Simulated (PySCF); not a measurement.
Task: What does the PBE0-D3(BJ)/def2-SVP structure of `[H]/N=C/C(F)F` look like in three dimensions?

Result: 
```xyz
8
C2H3F2N angstrom
N      1.2813   -0.1824   -0.8796
C      0.5079   -0.2512    0.1164
C     -0.8702    0.3408    0.0283
F     -1.7871   -0.6249    0.2569
F     -1.0140    1.2774    0.9914
H      2.1822   -0.6251   -0.6739
H      0.7426   -0.7185    1.0921
H     -1.0471    0.7949   -0.9608
```

Orientation and origin are arbitrary. Atoms count from 1 in this order. N1 (imine nitrogen) is bent (angle 110.9°).

Bonds between heavy atoms (Å): N1=C2 1.263, C2–C3 1.502, C3–F4 1.351, C3–F5 1.351.

Level of theory: PySCF, PBE0-D3(BJ)/def2-SVP geometry optimisation, gas phase.

Point group: Cs (every atom within 0.08 Å of its image). PBE0-D3(BJ)/def2-SVP frequencies: not computed here. One conformer, not necessarily the lowest (N1–C2–C3–F4 121°).

Time: 19 s of wall time. Hardware: one thread, Arm Neoverse V2, shared host. These figures are those of the optimisation.
